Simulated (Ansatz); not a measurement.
**SiOF radical (SMILES O=[Si]F): functionals against CCSD(T) at one geometry**

A test off equilibrium: a structure displaced at random from a GFN2-xTB minimum is computed at several levels, and each is set against CCSD(T).

Method: single points in def2-TZVPP; program: Ansatz 0.2.0, Gaussian basis.

Correlated methods freeze the cores. Orbitals are unrestricted.

## 1. The system as given

3 atoms, charge 0, spin multiplicity 2.

Atoms are counted from 1 here; the program's logs count them from 0.

Bond lengths: O1–Si2 1.485 Å, Si2–F3 1.594 Å. Angles: O1–Si2–F3 120.6°.

As a file:

```tsv
atom	x (Å)	y (Å)	z (Å)
O1	0.1917	1.2607	0.2213
Si2	0.4442	-0.2018	0.1649
F3	-0.5453	-1.1654	-0.6301
```

## 2. CCSD(T)/def2-TZVPP

Input file run/in.yaml:

```yaml
crystal:
  periodic: [false, false, false]
  atoms:
    - {symbol: O, position_ang: [0.191700, 1.260700, 0.221300]}
    - {symbol: Si, position_ang: [0.444200, -0.201800, 0.164900]}
    - {symbol: F, position_ang: [-0.545300, -1.165400, -0.630100]}
basis:
  gaussian: {orbitals: def2-TZVPP}
magnetization: {spin_polarized: true, initial_magnetization: 1}
correlation: {method: ccsd_t}
scf: {omitted_lower_state_checks: [cluster_reference]}
output: {forces: true}
```

No record of the launch command was kept for these runs.

Standard output, shortened:

```text
Functional definition: HF
  name "HF"
  cite "Fock, Z. Phys. 61, 126 (1930) doi:10.1007/BF01340294"
  parent pbe
[...]
660 factors; integrals over basis functions are off by at most 1.3e-3 eV
[...]
mean field -12608.35112315 eV, -463.3483575285 hartree, gradient 9.7e-6 eV, S^2 0.764221; 6 other end points of the search recorded, 0 dependent functions left out
7 core orbitals not correlated: weight in the atoms' cores, before any rotation towards them, 1.000 or more for the frozen orbitals, at most 0.000 for the correlated occupied ones
reference -12608.35112315 eV, -463.3483575285 hartree; 9, 8 occupied and 88, 89 virtual orbitals, 660 factors
second order -15.68397563 eV of doubles, -0.00000000 eV of singles
cycle   1  -15.10089047 eV  change    5.8e-1 eV  update   1.2e-1
[...]
cycle  17  -15.65333352 eV  change   -6.9e-7 eV  update   7.9e-7
perturbative correction -0.63390369 eV, -0.0232955311 hartree
[...]
Total energy: -12624.63836036 eV, -463.9469024561 hartree
Atom 0 at     0.191700     1.260700     0.221300 Å, force    -0.126799     2.729481     0.331094 eV/Å
Atom 1 at     0.444200    -0.201800     0.164900 Å, force    -0.163174    -2.502768    -0.486808 eV/Å
Atom 2 at    -0.545300    -1.165400    -0.630100 Å, force     0.289973    -0.226714     0.155714 eV/Å
Dipole moment:     0.247042    -0.505884     0.085199 e Å
Checks for a lower state left out: cluster_reference
```

Wall time 35 s (4 threads, shared host); peak memory 1.2 GiB.

## 3. PBE0-D4/def2-TZVPP

Changes to run/in.yaml since step 2:

```diff
@@ -9,4 +9,3 @@
 magnetization: {spin_polarized: true, initial_magnetization: 1}
-correlation: {method: ccsd_t}
-scf: {omitted_lower_state_checks: [cluster_reference]}
-output: {forces: true}
+hamiltonian: {xc: pbe0, dispersion: d4}
+output: {forces: true, orbitals: {seedname: orbitals}}
```

The log in run was not kept; the run's report gives a total energy of -12636.191895 eV.

Run time: 0.85 s. Hardware: 4 threads, shared host; peak memory 0.17 GiB.

## 4. wB97M-V/def2-TZVPP

Changes to run/in.yaml since step 3:

```diff
@@ -9,3 +9,3 @@
 magnetization: {spin_polarized: true, initial_magnetization: 1}
-hamiltonian: {xc: pbe0, dispersion: d4}
-output: {forces: true, orbitals: {seedname: orbitals}}
+hamiltonian: {xc: {name: wB97M-V}}
+output: {forces: true}
```

The log in run was not kept; the run's report gives a total energy of -12642.700905 eV.

Wall time 3.1 s (4 threads, shared host); peak memory 0.27 GiB.

## 5. r2SCAN-D4/def2-TZVPP

Changes to run/in.yaml since step 4:

```diff
@@ -9,3 +9,3 @@
 magnetization: {spin_polarized: true, initial_magnetization: 1}
-hamiltonian: {xc: {name: wB97M-V}}
+hamiltonian: {xc: r2scan, dispersion: d4}
 output: {forces: true}
```

Standard output, shortened:

```text
Functional definition: r2SCAN
  name "r2SCAN"
  cite "Furness, Kaplan, Ning, Perdew & Sun, J. Phys. Chem. Lett. 11, 8208 (2020) doi:10.1021/acs.jpclett.0c02405"
  cite "Furness, Kaplan, Ning, Perdew & Sun, J. Phys. Chem. Lett. 11, 9248 (2020) doi:10.1021/acs.jpclett.0c03077"
  parent r2scan
[...]
595 factors; their error is unknown
[...]
mean field -12641.60314304 eV, -464.5703467202 hartree, gradient 4.1e-5 eV, S^2 0.757250; 0 other end points of the search recorded, 0 dependent functions left out
[...]
reference -12641.60315325 eV, -464.5703470957 hartree; 16, 15 occupied and 88, 89 virtual orbitals, 595 factors
Total energy: -12641.61203564 eV, -464.5706735174 hartree
Atom 0 at     0.191700     1.260700     0.221300 Å, force    -0.116758     2.429296     0.292121 eV/Å
Atom 1 at     0.444200    -0.201800     0.164900 Å, force    -0.101316    -2.194324    -0.399441 eV/Å
Atom 2 at    -0.545300    -1.165400    -0.630100 Å, force     0.218073    -0.234972     0.107319 eV/Å
Dipole moment:     0.230562    -0.505861     0.074397 e Å
```

It took 1.8 s on 4 threads, shared host; peak memory 0.18 GiB.

## 6. PBE-D4/def2-TZVPP

Changes to run/in.yaml since step 5:

```diff
@@ -9,3 +9,3 @@
 magnetization: {spin_polarized: true, initial_magnetization: 1}
-hamiltonian: {xc: r2scan, dispersion: d4}
+hamiltonian: {xc: pbe, dispersion: d4}
 output: {forces: true}
```

The log in run was not kept; the run's report gives a total energy of -12635.822913 eV.

It took 0.75 s on 4 threads, shared host; peak memory 0.14 GiB.

## 7. LC-wPBE/def2-TZVPP

Changes to run/in.yaml since step 6:

```diff
@@ -9,3 +9,3 @@
 magnetization: {spin_polarized: true, initial_magnetization: 1}
-hamiltonian: {xc: pbe, dispersion: d4}
+hamiltonian: {xc: {name: LC-wPBE}}
 output: {forces: true}
```

The log in run was not kept; the run's report gives a total energy of -12638.810095 eV.

It took 1 s on 4 threads, shared host; peak memory 0.16 GiB.

## 8. wB97X-V/def2-TZVPP

Changes to run/in.yaml since step 7:

```diff
@@ -9,3 +9,3 @@
 magnetization: {spin_polarized: true, initial_magnetization: 1}
-hamiltonian: {xc: {name: LC-wPBE}}
+hamiltonian: {xc: {name: wB97X-V}}
 output: {forces: true}
```

The log in run was not kept; the run's report gives a total energy of -12641.175996 eV.

It took 2.5 s on 4 threads, shared host; peak memory 0.24 GiB.

## 9. The levels compared

```tsv
method	RMS force component (eV/Å)	RMS error against CCSD(T) (eV/Å)	angle to CCSD(T) forces (°)	dipole (D)
CCSD(T)	1.259	reference	reference	2.73
PBE0-D4	1.010	0.253	2.1	2.77
wB97M-V	1.027	0.240	3.2	2.87
r2SCAN-D4	1.111	0.151	1.4	2.69
PBE-D4	1.413	0.386	15.2	2.50
LC-wPBE	0.801	0.485	9.1	3.01
wB97X-V	1.004	0.259	2.2	2.85
```

Energy less the free neutral atoms in their ground states at the same level (atoms from separate runs):

```tsv
method	rung	energy less atoms (kcal/mol)	from CCSD(T) (kcal/mol)
PBE-D4	GGA	-286.3	-24.4
r2SCAN-D4	meta-GGA	-278.1	-16.2
PBE0-D4	hybrid	-268.1	-6.2
LC-wPBE	range-separated hybrid	-272.2	-10.3
wB97X-V	range-separated hybrid	-272.7	-10.8
wB97M-V	range-separated hybrid	-273.4	-11.5
Hartree-Fock	wavefunction	-169.5	+92.4
MP2	wavefunction	-283.0	-21.1
CCSD	wavefunction	-252.8	+9.1
CCSD(T)	wavefunction	-261.9	0
```

Cost and force error (times from a shared host):

```tsv
method	time	RMS force error (eV/Å)
CCSD(T)	35 s	0
PBE0-D4	0.85 s	0.253
wB97M-V	3.1 s	0.240
r2SCAN-D4	1.8 s	0.151
PBE-D4	0.75 s	0.386
LC-wPBE	1 s	0.485
wB97X-V	2.5 s	0.259
```

## 10. Results

```
                                  quantity                                                                                           value
energy less free atoms, CCSD(T)/def2-TZVPP                                                                                 -261.9 kcal/mol
                       RMS force component                                                            0.801 to 1.413 eV/Å over the methods
                           RMS force error  PBE0-D4 0.253, wB97M-V 0.240, r2SCAN-D4 0.151, PBE-D4 0.386, LC-wPBE 0.485, wB97X-V 0.259 eV/Å
                    HOMO and LUMO, PBE0-D4                                                                              -8.47 and -4.59 eV
                             T1 diagnostic                                                                                           0.024
```

**Reading.** Against CCSD(T) the functionals' energies less atoms differ by -24.4 to -6.2 kcal/mol, PBE-D4 by -24.4 kcal/mol. The reference is not at the basis limit: in triple zeta CCSD(T) underbinds, which counts against methods that bind more; the gaps are no ranking. For forces r2SCAN-D4 does best and LC-wPBE worst. Frozen-core CCSD(T) forces in triple zeta carry basis errors of their own, and this is one geometry, so small gaps rank nothing.
